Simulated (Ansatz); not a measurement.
Saddle point of CH8SSi, closed shell (CH₆SSi ([CH3][SiH2][SH]) + H₂ → CH₆Si ([CH3][SiH3]) + H₂S; bonds formed: Si1–H7, S2–H6; bonds broken: Si1–S2, H6–H7), PBE0-D4/def2-TZVP structure:

Si1  (-0.421, -0.305, 0.170)
S2  (1.124, -2.025, 1.220)
H3  (-0.740, -1.377, -0.817)
H4  (-1.321, -0.331, 1.344)
C5  (-0.615, 1.241, -0.880)
H6  (1.152, -0.359, 1.199)
H7  (0.849, 0.551, 0.944)
H8  (1.949, -2.029, 0.160)
H9  (-1.557, 1.173, -1.436)
H10  (-0.610, 2.157, -0.287)
H11  (0.191, 1.306, -1.617)
(Å)

Energies are electronic, without zero-point energy. Barriers and step energies count from the start structure reached by relaxing down the imaginary mode; all methods use the PBE0-D4 structures, on which another method's saddle can fall below an end. Ansatz 0.2.0; basis: def2-TZVPP, with def2-QZVPP for the basis limit; cores frozen in the correlated methods. B3LYP uses VWN-RPA correlation. Extrapolation: Hartree–Fock as exp(−7.88 √X), correlation as X^−2.97.

```tsv
method	barrier (kJ/mol)	step energy (kJ/mol)
SPW92	174.5	36.9
PBE-D4	206.7	41.9
BLYP-D4	226.5	37.8
r2SCAN-D4	?	41.5
B97M-V	232.5	35.1
PBE0-D4	225.6	39.5
B3LYP-D4	239.9	35.4
r2SCAN0-D4	235.5	39.6
BHLYP-D4	262.4	32.4
CAM-B3LYP-D4	?	30.5
wB97X-V	252.5	34.6
wB97M-V	246.5	36.0
B2PLYP	248.6	34.0
PBE-QIDH	244.0	39.1
RPA on PBE	250.2	28.1
HF	313.4	19.8
MP2	?	42.6
CCSD	263.0	29.2
CCSD(T)	253.1	33.3
```

**Question.** Fill in the withheld barriers. (Judge from chemistry; the value comes from the calculation.)

**Answer.** The calculation gives: MP2 253.1; r2SCAN-D4 223.0; CAM-B3LYP-D4 249.0 kJ/mol. Each is the energy of the saddle less that of the start structure, by the same method.

For comparison, the barrier by CCSD(T) at an estimated basis limit (MP2 extrapolated from triple and quadruple zeta, plus CCSD(T) − MP2 in triple zeta) is 251.0 kJ/mol.

No T1 diagnostic of these runs exceeds 0.013.

Labels in which every atom is bracketed show which atoms are joined, not bond orders.

For scale, one of the runs: CCSD(T)/def2-TZVPP, 227 basis functions, launched by `ansatz run in.yaml --threads 4 --pin off --events-out ev --progress --plain --max-ram 9574MiB`. Time: 40 s of wall clock on 4 CPU threads of an Arm Neoverse V2; the host was shared. Peak host memory: 3.5 GiB.
